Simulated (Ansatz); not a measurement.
Two isomers of C4H6ClF: A = `C/C(F)=C(/C)Cl`, B = `C/C(Cl)=C/CF`.

Computed with Ansatz on PBE0-D4/def2-TZVP structures; ΔE is electronic, products minus reactants. CCSD(T)/CBS adds triple-zeta CCSD(T) − MP2 to the extrapolated MP2 energy (def2 sets, frozen cores). Double bonds are as drawn, so ΔE can hold a change between cis and trans. DFT in def2-TZVPP. B3LYP here is the variant with VWN-RPA as its local correlation; programs differ in this. One conformer a species, not always the lowest.

(1) Which is lower in electronic energy at CCSD(T)/CBS, and by how much? (Best estimate.)

(2) Give E(B) − E(A) in kcal/mol with B2PLYP, B3LYP, HF/def2-TZVPP, CCSD(T)/def2-TZVPP, ωB97M-V, r2SCAN-D4, B3LYP-D4. (An estimate is asked.)

Largest T1 diagnostic: 0.011.

Answers

(1) Ansatz gave: A, by 3.3 kcal/mol.

(2) Computed: B2PLYP 3.4, B3LYP 3.5, HF/def2-TZVPP 1.9, CCSD(T)/def2-TZVPP 3.3, ωB97M-V 4.3, r2SCAN-D4 4.9, B3LYP-D4 3.7. None reverses the order clearly.

In def2-TZVPP, CCSD(T) changes the Hartree–Fock value by +1.4 kcal/mol (the triples alone add +0.2 kcal/mol) and MP2 by +1.5 kcal/mol.
